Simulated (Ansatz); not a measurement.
# BFH3N: a rigid scan of the angle H6–B2–N1

Aim: the energy along the angle H6–B2–N1, from CCSD(T) and from cheaper methods, relative to the minimum. No other atom is relaxed.

The runs use Ansatz 0.2.0, Gaussian basis; single points in def2-TZVPP.

Levels: PBE-D4, r2SCAN-D4, PBE0-D4, B3LYP-D4, wB97M-V, Hartree-Fock, MP2, CCSD, CCSD(T). The scan takes 97.8, 103.8, 109.8, 115.8, 121.8, 127.8, 133.8, 139.8, 145.8°.

Cores are frozen in the correlated methods. B3LYP uses VWN-RPA correlation.

44 further runs of the same task are left out: 44 set aside as unsound or not needed.

## Step 1: Where the work starts

The minimum, relaxed at PBE0-D4: SMILES `NBF`, 6 atoms, charge 0, spin multiplicity 1.

Atoms are counted from 1 here; the program's logs count them from 0.

Bond lengths: N1–B2 1.389 Å, N1–H4 1.004 Å, N1–H5 1.006 Å, B2–F3 1.338 Å, B2–H6 1.196 Å. Angles: B2–N1–H4 122.4°, B2–N1–H5 122.9°, H4–N1–H5 114.6°, N1–B2–F3 119.2°, N1–B2–H6 121.8°, F3–B2–H6 119.0°.

Coordinates:

```mol
BFH3N
  3D, bonds by distance, orders not assigned

  6  5  0  0  0  0  0  0  0  0999 V2000
   -0.4264    0.1011   -0.5821 N   0  0
    0.4157   -0.1517    0.4938 B   0  0
    0.4467    0.7104    1.5159 F   0  0
   -0.4878   -0.5133   -1.3734 H   0  0
   -1.0220    0.9107   -0.6322 H   0  0
    1.1157   -1.1212    0.5318 H   0  0
  1  2  8  0
  1  4  8  0
  1  5  8  0
  2  3  8  0
  2  6  8  0
M  END
```

Energies of the minimum (eV), from earlier single points: PBE-D4 -4931.36212, r2SCAN-D4 -4934.51982, PBE0-D4 -4931.65309, B3LYP-D4 -4937.36045, wB97M-V -4935.32250, CCSD(T) -4928.16746.

At the minimum the angle H6–B2–N1 is 121.8°.

## Step 2: H6–B2–N1 = 97.8°

Contents of ccsdt-tzvpp/in.yaml:

```yaml
crystal:
  periodic: [false, false, false]
  atoms:
    - {symbol: N, position_ang: [-0.426397, 0.101058, -0.582094]}
    - {symbol: B, position_ang: [0.415738, -0.151693, 0.493775]}
    - {symbol: F, position_ang: [0.446710, 0.710446, 1.515916]}
    - {symbol: H, position_ang: [-0.487796, -0.513325, -1.373424]}
    - {symbol: H, position_ang: [-1.022001, 0.910675, -0.632165]}
    - {symbol: H, position_ang: [0.884922, -1.177530, 0.095216]}
basis:
  gaussian: {orbitals: def2-TZVPP}
correlation: {method: ccsd_t}
```

No record of the launch command was kept for these runs.

After this run come: H6–B2–N1 = 103.8°; H6–B2–N1 = 109.8°; H6–B2–N1 = 115.8°; H6–B2–N1 = 121.8°; H6–B2–N1 = 127.8°; H6–B2–N1 = 133.8°; H6–B2–N1 = 139.8°; H6–B2–N1 = 145.8°.

Q: Predict the outcome of this session. Wanted: highest point, CCSD(T); lowest point, CCSD(T); minimum along the scan, CCSD(T); RMS deviation from CCSD(T); largest T1 diagnostic.

As calculated:

| quantity | value |
| --- | --- |
| highest point, CCSD(T) | 54.9 kJ/mol at 145.8° |
| lowest point, CCSD(T) | 0.0 kJ/mol at 121.8° |
| minimum along the scan, CCSD(T) | 121.6° |
| curvature there | 1.88 meV/deg² |
| RMS deviation from CCSD(T) | PBE-D4 2.2, r2SCAN-D4 0.8, PBE0-D4 1.1, B3LYP-D4 0.8, wB97M-V 1.1, Hartree-Fock 3.7, MP2 0.3, CCSD 0.4 kJ/mol |
| largest T1 diagnostic | 0.012 |

A polynomial through the near points puts the CCSD(T) minimum 0.2° below the PBE0-D4 value. Curvature against CCSD(T): PBE-D4 -7 %, Hartree-Fock +11 %. MP2 follows the CCSD(T) curve best and Hartree-Fock worst.
